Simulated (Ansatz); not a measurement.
Geometry optimisation, Ansatz 0.2.0, RKS B3LYP-D4/def2-SVP.

Input file:

```yaml
crystal:
  periodic: [false, false, false]
  atoms:
    - { symbol: B, position_ang: [-0.84026, -0.134814, 0.139393] }
    - { symbol: H, position_ang: [1.317517, -0.016562, 1.164488] }
    - { symbol: O, position_ang: [1.768846, 0.006346, 0.289938] }
    - { symbol: H, position_ang: [1.957544, -0.93216, 0.134822] }
    - { symbol: F, position_ang: [-1.129348, 0.12529, -1.066841] }
basis:
  gaussian: { orbitals: def2-SVP }
hamiltonian:
  xc: b3lyp
  dispersion: d4
relax:
  f_tol: 0.03
  max_steps: 50
```

Command:

```bash
$ ansatz run input.yaml --threads 1 --pin off --max-ram 2048MiB --backend cpu --events-out ev --progress --plain --runs-dir out
```

Q: Where does it end, and by what steps?

A: It converged. After 6 steps the energy has fallen by 0.023 eV; B1 moved furthest, 0.16 Å.

```
step  energy less start (eV)  largest force component (eV/Å)  accepted
   0                  0.0000                           0.633       yes
   1                  0.0618                           2.316        no
   2                 -0.0132                           0.735       yes
   3                 -0.0188                           0.466       yes
   4                 -0.0211                           0.216       yes
   5                 -0.0228                           0.042       yes
   6                 -0.0231                           0.008       yes
```

```xyz
5
Properties=species:S:1:pos:R:3
B -0.942 -0.253 0.129
H 1.439 0.059 1.183
O 1.710 -0.003 0.256
H 1.889 -0.948 0.148
F -1.022 0.193 -1.053
```

Run time: 6.9 s on 1 thread of Arm Neoverse V2, with other jobs on the host, peak memory 0.12 GiB.
